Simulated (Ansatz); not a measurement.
Take Si in the diamond structure (space group Fd-3m, No. 227; a = 5.4703 Å) as the base.

The values are results of DFT with PBE, PAW potentials and a 420 eV plane-wave cutoff in Ansatz (a first-principles code), no spin-orbit coupling, not measurements.

Now apply this change: Ge takes the place of Si on all its sites; the structure is relaxed again.

Measured lattice parameter a: Si 5.421 Å (static lattice; corrected from measurement; as listed in Daniel Mejia-Rodriguez, S. B. Trickey, Phys. Rev. B (2018)); Ge 5.644 Å (static lattice; corrected from measurement; as listed in Daniel Mejia-Rodriguez, S. B. Trickey, Phys. Rev. B (2018)).

Q: How well does PBE reproduce the measured shift?

A: With PBE the lattice parameter a moves by +0.291 Å (5.470 → 5.762) against +0.223 Å measured.

Stability against distortions was not tested.
